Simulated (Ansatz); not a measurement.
Born–Oppenheimer molecular dynamics of C2H6Cl (9 atoms, charge 0, multiplicity 2). It starts at the highest image of a converged band, a first-order saddle point between two minima.

These are results of UKS PBE0/def2-SVP (Ansatz 0.2.0), not measurements.

* ensemble: NVE (velocity Verlet)
* time step: 0.5 fs
* steps asked: 200
* starting velocities drawn for: 300 K
* seed: 11281

Frames 0.5 fs apart, positions in Å, forces in eV/Å.

Velocities at 5.0 fs (Å/ps):

```
H 1.33 4.84 -19.62
C 0.68 -1.40 -6.22
Cl -0.65 0.20 1.05
C 0.15 -2.31 2.33
H 11.09 9.91 -17.73
H 6.17 -1.08 16.32
H -3.21 -4.63 17.25
H 6.08 13.08 -1.38
H -8.55 15.17 14.54
```

```xyz
9
Properties=species:S:1:pos:R:3:forces:R:3 time_fs=5.0 energy_less_start_eV=0.116 T=172
H 0.045 -0.061 -0.108 -0.05 0.03 -0.32
C 0.476 0.592 -1.096 -0.17 0.46 1.09
Cl 0.100 2.292 -0.772 0.03 -0.09 -0.01
C -0.443 -0.776 1.074 -0.43 0.06 0.77
H -0.050 0.299 -2.012 0.44 -0.32 -0.04
H 1.558 0.441 -0.962 -0.12 -0.10 -0.71
H 0.283 -0.703 1.898 0.33 -0.21 -0.39
H -1.292 -0.133 1.350 -0.16 -0.11 -0.39
H -0.712 -1.798 0.759 0.14 0.28 0.00
9
Properties=species:S:1:pos:R:3:forces:R:3 time_fs=5.5 energy_less_start_eV=0.124 T=164
H 0.046 -0.059 -0.118 -0.05 0.06 -0.38
C 0.476 0.591 -1.099 -0.07 0.44 1.14
Cl 0.100 2.292 -0.772 0.03 -0.10 -0.01
C -0.443 -0.777 1.075 -0.35 0.36 1.05
H -0.044 0.303 -2.021 0.46 -0.32 -0.01
H 1.561 0.441 -0.955 -0.23 -0.08 -0.76
H 0.282 -0.706 1.906 0.25 -0.21 -0.51
H -1.289 -0.127 1.349 -0.12 -0.13 -0.42
H -0.717 -1.790 0.766 0.07 -0.01 -0.10
9
Properties=species:S:1:pos:R:3:forces:R:3 time_fs=6.0 energy_less_start_eV=0.130 T=157
H 0.046 -0.056 -0.130 -0.04 0.08 -0.43
C 0.476 0.591 -1.102 0.02 0.41 1.18
Cl 0.099 2.292 -0.771 0.03 -0.10 -0.02
C -0.443 -0.778 1.077 -0.27 0.66 1.31
H -0.037 0.307 -2.030 0.48 -0.32 0.01
H 1.563 0.440 -0.949 -0.32 -0.06 -0.80
H 0.281 -0.709 1.913 0.18 -0.21 -0.61
H -1.286 -0.121 1.347 -0.07 -0.15 -0.44
H -0.720 -1.782 0.773 -0.01 -0.31 -0.21
9
Properties=species:S:1:pos:R:3:forces:R:3 time_fs=6.5 energy_less_start_eV=0.134 T=153
H 0.046 -0.053 -0.142 -0.04 0.11 -0.48
C 0.477 0.590 -1.104 0.08 0.38 1.20
Cl 0.099 2.292 -0.770 0.03 -0.11 -0.03
C -0.443 -0.779 1.079 -0.20 0.91 1.53
H -0.029 0.310 -2.038 0.48 -0.31 0.04
H 1.565 0.439 -0.945 -0.37 -0.03 -0.82
H 0.281 -0.712 1.919 0.13 -0.20 -0.68
H -1.284 -0.115 1.343 -0.04 -0.16 -0.45
H -0.724 -1.775 0.779 -0.08 -0.58 -0.31
9
Properties=species:S:1:pos:R:3:forces:R:3 time_fs=7.0 energy_less_start_eV=0.132 T=156
H 0.047 -0.050 -0.155 -0.03 0.13 -0.53
C 0.477 0.590 -1.107 0.12 0.35 1.19
Cl 0.099 2.292 -0.770 0.03 -0.12 -0.03
C -0.443 -0.780 1.081 -0.16 1.08 1.70
H -0.019 0.312 -2.047 0.48 -0.29 0.07
H 1.565 0.438 -0.944 -0.39 -0.01 -0.84
H 0.281 -0.717 1.923 0.10 -0.19 -0.72
H -1.281 -0.110 1.339 -0.01 -0.15 -0.45
H -0.729 -1.769 0.785 -0.14 -0.80 -0.40
9
Properties=species:S:1:pos:R:3:forces:R:3 time_fs=7.5 energy_less_start_eV=0.122 T=167
H 0.047 -0.047 -0.170 -0.03 0.15 -0.56
C 0.477 0.590 -1.109 0.14 0.33 1.15
Cl 0.099 2.292 -0.769 0.03 -0.12 -0.04
C -0.443 -0.780 1.083 -0.15 1.14 1.81
H -0.009 0.314 -2.056 0.47 -0.27 0.09
H 1.565 0.436 -0.944 -0.37 0.01 -0.83
H 0.281 -0.721 1.925 0.09 -0.17 -0.72
H -1.279 -0.105 1.334 0.01 -0.14 -0.44
H -0.733 -1.765 0.790 -0.17 -0.94 -0.45
9
Properties=species:S:1:pos:R:3:forces:R:3 time_fs=8.0 energy_less_start_eV=0.102 T=188
H 0.047 -0.043 -0.185 -0.04 0.16 -0.58
C 0.478 0.589 -1.110 0.13 0.32 1.07
Cl 0.098 2.292 -0.769 0.03 -0.12 -0.05
C -0.444 -0.781 1.086 -0.19 1.07 1.84
H 0.003 0.315 -2.064 0.45 -0.24 0.11
H 1.564 0.435 -0.947 -0.32 0.03 -0.81
H 0.282 -0.726 1.925 0.11 -0.14 -0.68
H -1.277 -0.100 1.327 0.01 -0.11 -0.42
H -0.738 -1.764 0.794 -0.18 -0.97 -0.48
9
Properties=species:S:1:pos:R:3:forces:R:3 time_fs=8.5 energy_less_start_eV=0.075 T=218
H 0.047 -0.039 -0.203 -0.06 0.15 -0.57
C 0.478 0.589 -1.112 0.11 0.32 0.95
Cl 0.098 2.293 -0.768 0.03 -0.13 -0.06
C -0.444 -0.781 1.089 -0.27 0.88 1.80
H 0.016 0.316 -2.072 0.42 -0.21 0.13
H 1.562 0.434 -0.951 -0.23 0.05 -0.78
H 0.283 -0.731 1.924 0.15 -0.11 -0.61
H -1.274 -0.096 1.320 0.01 -0.07 -0.40
H -0.743 -1.764 0.796 -0.15 -0.89 -0.47
9
Properties=species:S:1:pos:R:3:forces:R:3 time_fs=9.0 energy_less_start_eV=0.042 T=254
H 0.047 -0.035 -0.221 -0.09 0.12 -0.52
C 0.479 0.589 -1.113 0.09 0.35 0.78
Cl 0.098 2.293 -0.768 0.03 -0.13 -0.07
C -0.444 -0.781 1.092 -0.40 0.59 1.70
H 0.030 0.315 -2.080 0.38 -0.18 0.14
H 1.560 0.433 -0.957 -0.11 0.06 -0.73
H 0.284 -0.737 1.921 0.21 -0.08 -0.51
H -1.272 -0.091 1.312 -0.01 -0.02 -0.36
H -0.749 -1.767 0.798 -0.10 -0.71 -0.42
9
Properties=species:S:1:pos:R:3:forces:R:3 time_fs=9.5 energy_less_start_eV=0.008 T=291
H 0.047 -0.030 -0.241 -0.14 0.06 -0.43
C 0.479 0.589 -1.115 0.08 0.41 0.56
Cl 0.097 2.293 -0.767 0.03 -0.14 -0.07
C -0.444 -0.780 1.096 -0.55 0.21 1.54
H 0.044 0.315 -2.088 0.33 -0.14 0.14
H 1.557 0.433 -0.965 0.02 0.07 -0.66
H 0.286 -0.743 1.917 0.28 -0.05 -0.39
H -1.270 -0.087 1.302 -0.02 0.04 -0.33
H -0.755 -1.772 0.798 -0.02 -0.46 -0.36
9
Properties=species:S:1:pos:R:3:forces:R:3 time_fs=10.0 energy_less_start_eV=-0.022 T=324
H 0.046 -0.025 -0.262 -0.22 -0.04 -0.28
C 0.480 0.589 -1.116 0.09 0.50 0.29
Cl 0.097 2.293 -0.767 0.03 -0.14 -0.08
C -0.445 -0.780 1.100 -0.72 -0.19 1.34
H 0.060 0.314 -2.095 0.27 -0.10 0.14
H 1.555 0.432 -0.974 0.16 0.08 -0.58
H 0.288 -0.748 1.913 0.36 -0.01 -0.25
H -1.268 -0.083 1.292 -0.04 0.09 -0.29
H -0.761 -1.777 0.798 0.07 -0.18 -0.28
9
Properties=species:S:1:pos:R:3:forces:R:3 time_fs=10.5 energy_less_start_eV=-0.045 T=350
H 0.045 -0.020 -0.284 -0.32 -0.18 -0.08
C 0.480 0.589 -1.117 0.13 0.63 -0.04
Cl 0.097 2.293 -0.766 0.03 -0.15 -0.09
C -0.446 -0.780 1.105 -0.89 -0.59 1.13
H 0.076 0.313 -2.102 0.20 -0.06 0.13
H 1.552 0.432 -0.985 0.29 0.09 -0.50
H 0.291 -0.754 1.907 0.44 0.02 -0.12
H -1.265 -0.078 1.282 -0.05 0.14 -0.25
H -0.766 -1.783 0.797 0.16 0.10 -0.19
```

Of the whole run (100 fs, mean temperature of the second half 617 K): The conserved energy stayed within 0.13 meV per atom of its start (net change 0.049 meV per atom), so the integration is sound. The kinetic energy rose, since the run started high on the potential surface and went downhill. It ends in pieces (CH3 + CH3Cl), so much of that is their flight and rotation, not heat. A run of 0.1 ps of so small a system gives no equilibrium averages.

Time of the run: 4.6 min on 2 threads of AMD EPYC 7R43 64-Core Processor (Zen 3) (shared host), peak memory 0.22 GiB.
